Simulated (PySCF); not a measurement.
Species: acetyl chloride, C₂H₃ClO.
SMILES: `CC(=O)Cl`

The closed-shell ground state was solved at several levels (PySCF, density fitting, gas phase, non-relativistic). Geometry: PBE0-D3(BJ)/def2-SVP; no solvent, vibrations or thermal averaging.

| level | basis functions | total energy (Eh) | HOMO (eV) | LUMO (eV) | gap (eV) | dipole (D) |
| --- | --- | --- | --- | --- | --- | --- |
| PBE0/pcSseg-1 | 90 | -613.0900 | -8.67 | -1.05 | 7.62 | 2.88 |
| mPW1PW91/pcSseg-2 | 193 | -613.5166 | -8.67 | -1.12 | 7.55 | 2.87 |

Task: What might CAM-B3LYP/def2-SVPD (114 basis functions) give for the same quantities?

Result: Total energy -613.1506 Eh, HOMO -10.14 eV, LUMO -0.02 eV, gap 10.12 eV, dipole 2.86 D.

Task: Over all these levels, which gives the widest orbital gap and which the narrowest?

Result: CAM-B3LYP/def2-SVPD (range-separated hybrid) has the widest, 10.12 eV, and mPW1PW91/pcSseg-2 (global hybrid, 25 % exact exchange) the narrowest, 7.55 eV. Functional and basis both differ between the two, so the spread mixes both effects.

Task: How far do the dipole and the HOMO energy spread over the levels?

Result: The dipole runs from 2.86 to 2.88 D (mean 2.87 D) and the HOMO from -10.14 to -8.67 eV.
